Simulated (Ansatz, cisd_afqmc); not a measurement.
Species: HOCl, charge 0, triplet.
HTBH set geometry:
```
O
H 1 1.2004
Cl 2 1.4706 1 136.51
```
Charge 0, spin multiplicity 3.

Total energies in aug-cc-pV(D+d)Z, 14 correlated electrons, 6 frozen orbitals. Radicals and triplets start from unrestricted determinants; spin-orbit coupling is neglected. Correlated methods leave the cores frozen. No relativity. AFQMC/CISD: phaseless, guided by CISD from CCSD amplitudes; bars are statistical, one sigma. Outlying blocks are dropped, and bars are widened where a walk drifts. Over all cases where full CI ran beside it in this data, AFQMC minus full CI had a median of +0.1 mEh and passed +0.4 mEh in a tenth of the cases. The UHF reference of ClHO (saddle point or complex, triplet) is spin-contaminated (<S^2> up to 0.03 over the pure value in the sets run).

```
method         program         energy (Eh)  minus CCSDT(Q) (mEh)
----------  ----------  ------------------  --------------------
HF              Ansatz          -534.83966                349.63
MP2             Ansatz          -535.13757                 51.72
CCSD            Ansatz          -535.17525                 14.04
CCSD(T)         Ansatz          -535.18614                  3.14
CCSDT(Q)        Ansatz          -535.18929                  0.00
AFQMC/CISD  cisd_afqmc  -535.1870 ± 0.0004             2.2 ± 0.4
```

Rough core times of Ansatz's runs on a shared machine: CCSD(T) 20 s, CCSDT(Q) 3 min.

Ansatz is a first-principles code.
